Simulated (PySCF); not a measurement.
**A diatomic session: Al2+**

An exercise on one series of results from a longer session: the logs are not shown, and one member is left open.

Method: Al def2-TZVPPD, no relativity; program: PySCF 2.14.0.

The first run:

Settings of the job:

| Quantity | Value |
| --- | --- |
| atoms | Al, Al |
| charge | 1 |
| basis | Al def2-TZVPPD |
| Hamiltonian | no relativity |
| basis functions | 96 |
| electrons treated | 25 |
| masses in u | 26.9815, 26.9815 |
| levels | PBE0, PBE, r²SCAN, BP86, LDA, B97-3, revPBE, B3LYP, HSE06, HF, MP2, SCS-MP2, CCSD, CCSD(T) |
| grid | 80 radial by 434 angular points |
| occupations | held fixed by the projection of orbital angular momentum |
| dissociation limit | Al+ + Al, each in its ground configuration |
| starting distance in angstrom | 2.490 |
| values of 2S to try | 1, 3 |

Launch:

```
OMP_NUM_THREADS=2 python dia.py task.json out
```

Among the steps run: Input; First curve: PBE0; Higher solutions at PBE0; PBE; r²SCAN (meta-GGA); BP86 (GGA); LDA; B97-3; revPBE; B3LYP (global hybrid GGA); HSE06 (range-separated hybrid); ROHF (mean field); Adding correlation.

One table of the session follows, with a row left open; its other results are not shown here.

Energy (eV) from each level's lowest point:

| R (Å) | ROHF | ROHF-MP2 | ROHF-SCS-MP2 | ROHF-CCSD | ROHF-CCSD(T) |
| --- | --- | --- | --- | --- | --- |
| 2.785 | 0.306 | 0.200 | 0.205 | n/a | n/a |
| 2.915 | 0.163 | 0.084 | 0.087 | 0.085 | 0.076 |
| 3.045 | 0.074 | 0.023 | 0.024 | 0.023 | 0.019 |
| 3.142 | 0.034 | 0.003 | 0.004 | 0.003 | 0.001 |
| 3.239 | 0.011 | 0.000 | 0.000 | 0.000 | 0.000 |
| 3.336 | 0.000 | 0.009 | 0.009 | 0.009 | 0.011 |
| 3.466 | 0.001 | 0.036 | 0.035 | 0.036 | 0.041 |
| 3.628 | ? | ? | ? | ? | ? |
| 3.822 | 0.063 | 0.156 | 0.153 | 0.157 | 0.168 |
| 4.081 | 0.136 | 0.261 | 0.258 | n/a | n/a |

**Question.** Estimate the row for R (Å) = 3.628.

Worked estimate for «ROHF». A straight line through the neighbours (3.466, 0.001) and (3.822, 0.063) gives 0.001 + (0.063 − 0.001) × (3.628 − 3.466) / (3.822 − 3.466) = 0.029; a parabola fitted to 4 rows on both sides gives 0.023.

**Answer.** ROHF: 0.021; ROHF-MP2: 0.085; ROHF-SCS-MP2: 0.082; ROHF-CCSD: 0.084; ROHF-CCSD(T): 0.093. In «ROHF» the line misses by +0.008 and the parabola by +0.002.

To keep in mind: Lowest PBE0 solution found, without spin–orbit coupling: ²Σg⁺ (doublet), unpaired electrons σ ↑. Warnings in the runs' records: inverted.
